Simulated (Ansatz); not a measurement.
Energy needed to pull apart C$_{2}$H$_{2}$OS (SMILES S=C1CO1), singlet, into free ground-state atoms, from the structure below (at a frame of a short PBE0-D4/def2-SVP trajectory); no zero-point or spin–orbit terms; open-shell atoms are treated unrestricted, in their ground-state multiplicity.

S1  (-2.082, -0.859, -0.443)
C2  (-0.585, -0.441, -0.121)
C3  (0.477, 0.475, 0.085)
O4  (0.580, -1.028, 0.223)
H5  (1.084, 0.876, -0.732)
H6  (0.437, 1.033, 0.947)
(Å)

Computed with Ansatz 0.2.0 (basis: def2-TZVPP); correlated methods freeze the cores.

| method | atomization energy (kJ/mol) |
| --- | --- |
| PBE-D4 | ? |
| r2SCAN-D4 | 2415 |
| PBE0-D4 | ? |
| wB97M-V | 2396 |
| HF | 1525 |
| MP2 | 2395 |
| CCSD | 2226 |
| CCSD(T) | 2297 |

Q: What does PBE-D4 give? (An estimate is asked for; the value comes from the calculation.)

A: By the calculation: 2522 kJ/mol, which is about 225 kJ/mol more than CCSD(T)/def2-TZVPP.

Q: What does PBE0-D4 give? (An estimate is asked for; the value comes from the calculation.)

A: Computed: 2416 kJ/mol, which is about 118 kJ/mol more than CCSD(T)/def2-TZVPP.

In triple zeta the MP2 and coupled-cluster atomization energies are still short of their basis limit by a few kcal/mol a bond, whereas those of the functionals are nearly converged, so these differences are not deviations from converged CCSD(T).

The T1 diagnostic stays at or below 0.019.

For scale, one of the runs: CCSD(T)/def2-TZVPP forces, 163 basis functions, launched by `ansatz run in.yaml --threads 2 --pin off --events-out ev --progress --plain --max-ram 3481MiB`. Hardware: 2 CPU threads of an Intel Xeon Platinum 8223CL, shared host. Wall time 2.2 min; peak host memory 2.2 GiB.
